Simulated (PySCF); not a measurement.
chloroform cation (CHCl3), SMILES ClC(Cl)Cl (connectivity only; charge and spin as stated), charge +1, multiplicity 2. Atoms are numbered in the order given.

```xyz
5

Cl    -1.4705     0.8490    -0.0585
C      0.0000     0.0000     0.2620
Cl     0.0000    -1.6980    -0.0585
Cl     1.4705     0.8490    -0.0585
H      0.0000     0.0000     1.4120
```
Charge +1, spin multiplicity 2.

Geometry optimised at PBE0-D3(BJ)/def2-SVP. The spin state was assumed, not searched.

Calculation: TDA-PBE/def2-SVPD (PySCF).

Vertical excitations; the highest root listed may be one member of a degenerate set. 

```tsv
state	energy (eV)	λ (nm)	f	main pairs
root 1	0.29	4272	0.000	β HOMO→LUMO 100 %
root 2	1.25	995	0.003	β HOMO−1→LUMO, β HOMO−4→LUMO (degenerate set)
root 3	1.25	995	0.003	β HOMO−2→LUMO, β HOMO−3→LUMO (degenerate set)
root 4	2.10	589	0.059	β HOMO−3→LUMO, β HOMO−2→LUMO (degenerate set)
root 5	2.10	589	0.059	β HOMO−4→LUMO, β HOMO−1→LUMO (degenerate set)
root 6	5.30	234	0.010	β HOMO−6→LUMO (degenerate set)
root 7	5.30	234	0.010	β HOMO−5→LUMO (degenerate set)
root 8	5.48	226	0.000	α HOMO→LUMO 48 %, β HOMO→LUMO+1 51 %
root 9	5.86	211	0.002	α HOMO−1→LUMO 24 %, β HOMO−7→LUMO 74 %
root 10	5.92	209	0.000	α HOMO→LUMO 51 %, β HOMO→LUMO+1 48 %
```
Unrestricted roots are not spin-pure.
